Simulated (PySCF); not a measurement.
Atoms are numbered as in `[CH2:1]=[CH:2][CH2:3][CH2:4][S-:5]`. Hydrogens are named by the atom that carries them. Ha(C1) is cis to C3; Hb(C1) is trans to C3.

Geometry: PBE0-D3(BJ)/def2-SVP; GIAO absolute shieldings from PySCF, gas phase, non-relativistic, averaged over equivalent atoms.

At PBE0/pcSseg-1 (127 basis functions, 17 s wall time on 1 thread of an Arm Neoverse N1, shared host):
| atoms | σ (ppm) |
| --- | --- |
| C2 | 27.4 |
| C1 | 76.6 |
| C3 | 128.0 |
| C4 | 141.4 |
| S5 | 601.6 |
| H(C2) | 25.32 |
| Ha(C1) | 26.68 |
| Hb(C1) | 27.02 |
| H(C4) | 28.75 |
| H(C3) | 29.22 |

Predict the values at wB97X-D/pcSseg-2 on the same geometry.

Answers


```
 atoms  σ at wB97X-D/pcSseg-2  change
    C2                   18.9    -8.5
    C1                   72.1    -4.5
    C3                  126.7    -1.3
    C4                  142.2    +0.8
    S5                  621.4   +19.8
 H(C2)                  25.11   -0.21
Ha(C1)                  26.60   -0.08
Hb(C1)                  26.93   -0.09
 H(C4)                  28.85   +0.10
 H(C3)                  29.18   -0.04
```

The largest change is at S5 (sulfur bonded to C). Cost: 285 basis functions, 79 s wall time on 1 thread of an Arm Neoverse N1, shared host. The order of the carbon signals is the same at both levels.
